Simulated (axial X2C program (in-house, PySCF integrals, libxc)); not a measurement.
## Which molecule has these constants?

Computed with an axial X2C code built on PySCF integrals, spin-free (one-electron X2C) or two-component (2c: spin–orbit coupling with atomic mean-field Coulomb and Gaunt terms, which also bring small scalar terms), in Dyall basis sets with cores contracted in-house; open shells are unrestricted.

A two-component PBE0 calculation in a Dyall 3-zeta basis gave Re = 1.520 Å, ωe = 1041.9 cm⁻¹, De = 5.40 eV, Ω = 1/2.

Problem. Which molecule is it?
A. AlF⁺
B. ClF⁺
C. MgF⁺
D. NaF⁺
E. PF⁺

Solution. E. The others have AlF⁺ 1.610 Å and 927.4 cm⁻¹ (Ω = 1/2); MgF⁺ 1.691 Å and 837.6 cm⁻¹ (Ω = 0); NaF⁺ 2.452 Å and 153.2 cm⁻¹ (Ω = 3/2); ClF⁺ 1.535 Å and 974.1 cm⁻¹ (Ω = 3/2).

Each entry is the lowest single determinant of a limited PBE0 search at one distance. De goes to single-determinant-based atoms at the same level (for ions the charge split of lowest energy) and is withheld (n/a) where an atom does not fit its ground term or J level. Main or longest-lived isotopes. One determinant is a doubtful description, or other states lie close, for NaF⁺; these need not be ground states, and all values refer to the states named. Some light 2c atoms are not at their ground J level, so De misses part of their lowering (0.04 eV or less). The functionals have no current term, which raises determinants with orbital currents.
